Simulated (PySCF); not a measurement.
dimethyl sulfide (C₂H₆S), SMILES CSC. Atoms are numbered in the order given.

```xyz
9

C      1.3786     0.0000     0.5123
S      0.0000     0.0000    -0.6595
C     -1.3786     0.0000     0.5123
H      1.3584    -0.8935     1.1392
H      2.2962     0.0000    -0.0763
H      1.3584     0.8935     1.1392
H     -1.3584    -0.8935     1.1392
H     -2.2962     0.0000    -0.0763
H     -1.3584     0.8935     1.1392
```

Geometry optimised at TPSSh-D3(BJ)/def2-TZVP.

Calculation: PBE0/pcJ-1 run with PySCF.

Isotropic couplings with Fermi-contact, spin-dipole and both spin-orbit terms, one fixed conformer, no vibrational averaging. Isotopes: 13C, 1H.

Estimate the spin–spin coupling constants. (An estimate is asked for; the answer gives what the named calculation found.)


```tsv
pair	bonds apart	J (Hz)
C1–H4	1	138.4
C1–H5	1	133.6
C1–H6	1	138.4
C3–H7	1	138.4
C3–H8	1	133.6
C3–H9	1	138.4
C1–C3	2	-0.6
H4–H5	2	-14.3
H4–H6	2	-9.6
H5–H6	2	-14.3
H7–H8	2	-14.3
H7–H9	2	-9.6
H8–H9	2	-14.3
C1–H7	3	2.2
C1–H8	3	10.4
C1–H9	3	2.2
C3–H4	3	2.2
C3–H5	3	10.4
C3–H6	3	2.2
H4–H7	4	0.8
H4–H8	4	-0.8
H5–H7	4	-0.8
H5–H8	4	2.3
H5–H9	4	-0.8
H6–H8	4	-0.8
H6–H9	4	0.8
```
